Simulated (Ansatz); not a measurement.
## Ansatz (development build ahead of 0.2.0) run

```yaml
crystal:
  periodic: [false, false, false]
  atoms:
    - { symbol: F, position_ang: [1.1824, 0.1289, 0.0001] }
    - { symbol: C, position_ang: [-0.0074, -0.4294, -0.0002] }
    - { symbol: C, position_ang: [-1.2001, 0.1194, 0.0] }
    - { symbol: H, position_ang: [-2.0842, -0.5016, 0.0006] }
    - { symbol: H, position_ang: [-1.3119, 1.2016, -0.0001] }
basis:
  gaussian: { orbitals: pcseg-2 }
magnetization:
  spin_polarized: true
  initial_magnetization: 1
hamiltonian:
  xc: r2scan
```

The input is written out in the form of the current development build from the run's settings.

Output:

| Item | Value |
| --- | --- |
| Converged | yes |
| Total energy | -177.12594 hartree |
| Spin squared of the determinant | 0.768 |
| Stability test | minimum |
